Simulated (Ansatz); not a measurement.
## Worked example: H3Si–AsH2⁺, doublet against H₃Si–AsH₂, singlet

Geometry (PBE0/def2-TZVP stationary point of a singlet), kept for both states (H3Si–AsH2, singlet: A'; H3Si–AsH2⁺, doublet: A'):

```xyz
7

Si   -0.0286    0.0000    1.6719
As    0.0384    0.0000   -0.6936
H     0.6883   -1.2086    2.1561
H     0.6883    1.2086    2.1561
H    -1.4075    0.0000    2.2252
H    -1.0136   -1.0975   -0.7832
H    -1.0136    1.0975   -0.7832
```

Basis cc-pVDZ; Ansatz 0.2.0. Only valence electrons are correlated (noble-gas cores and the filled d shells of p-block atoms frozen). Prefix R: restricted or restricted open-shell reference; prefix U: unrestricted. No spin–orbit coupling is included, and no scalar relativity.

Full CI isn't at hand for all of this; UCCSDT(Q) serves as the reference, and is uncertain by about the last step of the cluster series.

| level | E(H3Si–AsH2, singlet) (hartree) | E(H3Si–AsH2⁺, doublet) (hartree) |
| --- | --- | --- |
| UHF | -2526.004551 | -2525.680617 |
| UMP2 | -2526.226597 | -2525.876719 |
| UCCSD(T) | -2526.280078 | -2525.930354 |
| PBE | -2527.830132 | -2527.476887 |
| r2SCAN | -2528.289808 | -2527.933447 |
| UCCSDT(Q) | -2526.281495 | -2525.931878 |

Q: Give the vertical gap, H3Si–AsH2⁺ doublet less H3Si–AsH2 singlet, at each level in eV (1 hartree = 27.2114 eV), and each error against UCCSDT(Q).

A: UCCSDT(Q): (-2525.931878 − (-2526.281495)) × 27.2114 = 9.514 eV (the reference)
r2SCAN: (-2527.933447 − (-2528.289808)) × 27.2114 = 9.697 eV, error 0.183 eV
PBE: (-2527.476887 − (-2527.830132)) × 27.2114 = 9.612 eV, error 0.098 eV
UCCSD(T): (-2525.930354 − (-2526.280078)) × 27.2114 = 9.516 eV, error 0.002 eV
UMP2: (-2525.876719 − (-2526.226597)) × 27.2114 = 9.521 eV, error 0.007 eV
UHF: (-2525.680617 − (-2526.004551)) × 27.2114 = 8.815 eV, error -0.699 eV

Total energies of functionals can't be set beside those of wave-function methods, since they hold the core's correlation and their own absolute errors; only the differences compare.

In so small a basis the reference is far from its limit while semilocal and hybrid functionals are nearer theirs, so the functionals' errors here hold much of the reference's basis and frozen-core error, which can add to them or hide them.

Each level lands on the state that its own search finds. T1 diagnostics of restricted CCSD: 0.012 and 0.022.
